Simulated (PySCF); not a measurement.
# SF: from the state search to spectroscopic constants

One table from this session's results is given with a row withheld; the runs are named, their logs left out.

Computed with PySCF 2.14.0. Level: S def2-SVPD, F def2-SVPD, no relativity.

Set-up of the first run:

A driver script around PySCF takes these settings:

- atoms: S, F
- charge: 0
- basis: S def2-SVPD, F def2-SVPD
- Hamiltonian: no relativity
- basis functions: 50
- electrons treated: 25
- masses in u: 31.9721, 18.9984
- levels: PBE0, PBE, r²SCAN, MN15, TPSSh, B2PLYP, LC-ωPBE, HF, MP2, SCS-MP2, CCSD, CCSD(T)
- grid: 80 radial by 434 angular points
- occupations: held fixed by the projection of orbital angular momentum
- dissociation limit: S + F, each in its ground configuration
- starting distance in angstrom: 1.600
- values of 2S to try: 1, 3

Command:

```console
> OMP_NUM_THREADS=1 python dia.py task.json out
```

Steps of the session up to this table: Input; First curve: PBE0; Other states along the same grid; PBE (GGA); r²SCAN (meta-GGA); MN15; TPSSh; B2PLYP (double hybrid); LC-ωPBE; UHF (mean field); MP2 and coupled cluster.

One table of the session follows, with a row left open; its other results are not shown here.

Differences from CCSD(T) in the same basis:

```
      level  Re (mÅ)  ωe (%)
        UHF        ?       ?
    UHF-MP2       -6    +2.3
UHF-SCS-MP2       -4    +1.1
   UHF-CCSD       -8    +3.0
        PBE       -1    +0.3
     r²SCAN      -16    +3.8
      TPSSh      -14    +3.7
       PBE0      -27    +6.9
       MN15      -40    +9.9
    LC-ωPBE      -33   +10.2
     B2PLYP      -10    +2.4
```

Estimate the missing values for UHF.

The run gave: Re (mÅ): -48; ωe (%): +13.2. In the column «Re (mÅ)» it is the lowest.
